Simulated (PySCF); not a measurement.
**Frontier levels across methods**

2-methyl-2-oxazoline, C₄H₇NO.
Geometry (PBE0-D3(BJ)/def2-SVP, Å), atoms numbered from 1 in this order:
```
atom  x, y, z in Å
C1     2.1445    0.0241   -0.0749
C2     0.6669   -0.0954   -0.0259
N3    -0.0066   -1.1708   -0.0013
C4    -1.4079   -0.7863    0.0280
C5    -1.3926    0.7573    0.0711
O6    -0.0049    1.0822   -0.0093
H7     2.5937   -0.9745   -0.1002
H8     2.4469    0.5941   -0.9661
H9     2.5084    0.5762    0.8047
H10   -1.9242   -1.1800   -0.8638
H11   -1.9096   -1.2299    0.9034
H12   -1.9167    1.2305   -0.7732
H13   -1.7978    1.1727    1.0075
```

Basis pcSseg-1 throughout (PySCF), one geometry. Isolated species at its PBE0-D3(BJ)/def2-SVP geometry, gas phase.

Q: How do the orbital energies, the gap and the dipole change with the method?

A: 
```tsv
method	kind	HOMO (eV)	LUMO (eV)	gap (eV)	μ (D)	SCF cycles
BLYP	GGA	-5.57	-0.17	5.40	1.37	15
OPBE	GGA	-5.67	-0.22	5.46	1.36	15
PBE	GGA	-5.69	-0.29	5.40	1.38	14
BP86	GGA	-5.80	-0.37	5.43	1.40	14
LDA	LDA	-5.82	-0.49	5.34	1.43	14
B97-2	global hybrid	-6.79	0.69	7.47	1.40	14
PBE0	global hybrid	-7.03	0.77	7.80	1.42	14
BHandHLYP	global hybrid	-8.25	1.93	10.18	1.43	13
CAM-B3LYP	range-separated hybrid	-8.39	1.94	10.33	1.44	14
wB97X-D	range-separated hybrid	-8.91	2.61	11.52	1.45	14
LC-wPBE	range-separated hybrid	-9.74	3.13	12.87	1.49	14
HF	Hartree–Fock	-10.10	4.29	14.40	1.49	11
```

The HOMO spans 4.53 eV, from BLYP down to HF, and the gap runs from 5.34 eV (LDA) to 14.40 eV (HF). Over the methods BLYP (0 %), OPBE (0 %), PBE (0 %), BP86 (0 %), LDA (0 %), B97-2 (21 %), PBE0 (25 %), BHandHLYP (50 %), HF (100 %), a straight line through the gap against the share of exact exchange rises by 0.91 eV for each 10 % (correlation coefficient 0.999). The dipole ranges from 1.36 D (OPBE) to 1.49 D (LC-wPBE). This basis has no diffuse functions.

The vertical ΔSCF ionisation energy at wB97X-D/def2-SVPD is 9.30 eV; −ε(HOMO) comes closest to it with wB97X-D (8.91 eV).
